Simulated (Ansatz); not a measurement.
Born–Oppenheimer molecular dynamics of FH3NSi (6 atoms, charge 1, multiplicity 1). It starts from a relaxed structure.

Theory: Ansatz, RKS B3LYP-D4/def2-SVP.

```
ensemble        : NVT, Langevin thermostat
time step       : 0.5 fs
steps asked     : 150
set temperature : 400 K
friction        : 0.005 /fs
masses          : H 2.014 u
seed            : 856417
```

First frame:

```xyz
6
Properties=species:S:1:pos:R:3
N -0.568 0.316 -0.609
Si 0.499 -0.214 0.518
F 0.463 -1.743 0.891
H -1.248 -0.288 -1.078
H -0.621 1.291 -0.916
H 1.476 0.638 1.194
```

(1) How far do the bonds stretch over the last three quarters of this one trajectory? (Pairs bonded in most of those frames.)

Answers

(1) 
```
  bond  mean (Å)  spread (Å)  shortest  longest
N1–Si2     1.646       0.020      1.61     1.68
 N1–H4     1.025       0.013      1.00     1.05
 N1–H5     1.026       0.013      1.00     1.05
Si2–F3     1.584       0.020      1.55     1.62
Si2–H6     1.466       0.031      1.42     1.52
```

Mean temperature of the second half: 218 K. The mean temperature of the second half is 46 % below the set value. A run of 0.075 ps of so small a system gives no equilibrium averages.

Run time: 2.3 min on 1 thread of Arm Neoverse V1, with other jobs on the host, peak memory 0.096 GiB.
